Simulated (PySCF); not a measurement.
## How methods differ on the electron affinity of Si

Si⁻ [Ne] 3s2 3p3 (4S) → Si [Ne] 3s2 3p2 (3P), as a difference of total energies. Calculation: PySCF 2.14, in aug-cc-pVDZ-DK (5s4p2d, 27 functions); scalar relativity by spin-free X2C-1e. Correlated levels: valence: [Ne] frozen. The calculations carry no spin-orbit coupling.

```csv
method,electron affinity (eV),plus first-order spin-orbit estimate,error of that sum (eV)
UHF,0.858,0.842,-0.548
MP2 (valence),1.305,1.289,-0.101
SCS-MP2 (valence),1.140,1.124,-0.266
CCSD (valence),1.252,1.236,-0.154
CCSD(T) (valence),1.283,1.267,-0.123
CCSDT (valence),1.288,1.272,-0.118
```

Reference: 1.390 eV (measured; photodetachment measurements, as compiled on the Wikipedia data page of electron affinities).

A first-order spin-orbit estimate (lowest level to lowest level, LS coupling) adds -0.016 eV.

Errors of the correlated levels include the incompleteness of this basis and the frozen core.
